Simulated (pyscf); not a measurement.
Single points on ωB97X-D3(BJ)/def2-SVP structures (PySCF, gas phase).

Estimate by transition-state theory the rate constant of `[O]=[TaH]([Cl])[Cl]` + `[ClH]` -> `[O]=[Ta]([Cl])([Cl])[Cl]` + `[H][H]` (singlet surface; H–Ta, Cl–H broken, Cl–Ta, H–H formed) at 298 K, with ωB97M-D3(BJ)/def2-TZVP energies (ideal gas, 1 atm, RRHO with modes under 100 cm⁻¹ raised to 100, one conformer, R ln 2 for chiral ones without a mode under 150 cm⁻¹; no tunnelling).

The electronic barrier is 2.1 kcal/mol and the thermal terms add +10.1, so ΔG‡ = 12.2 kcal/mol. With k_BT/h = 6.21e+12 s⁻¹ and RT = 0.592 kcal/mol, and a volume of 4.06e-20 cm³ per molecule at 1 atm, k = 2.7e-16 cm³ molecule⁻¹ s⁻¹. Wigner's tunnelling factor for 384i cm⁻¹ would be 1.14. A shift of 1 kcal/mol in the barrier changes k by a factor 5.4. On the reactant side the descent ends in an adduct with a Cl–Ta contact, 7.0 kcal/mol under the separated species and 4.3 kcal/mol under the saddle at ωB97X-D3(BJ)/def2-TZVP. What is counted as formed (Cl–Ta) is already present as a longer contact in the reactant adduct; forming that adduct is a step of its own. At ωB97X-D3(BJ)/def2-TZVP the barrier from the zero used here is -2.7 kcal/mol. This is the saddle that the search found; another between the same sides may lie lower. Elements past Kr carry the def2 core potentials, without spin-orbit coupling.
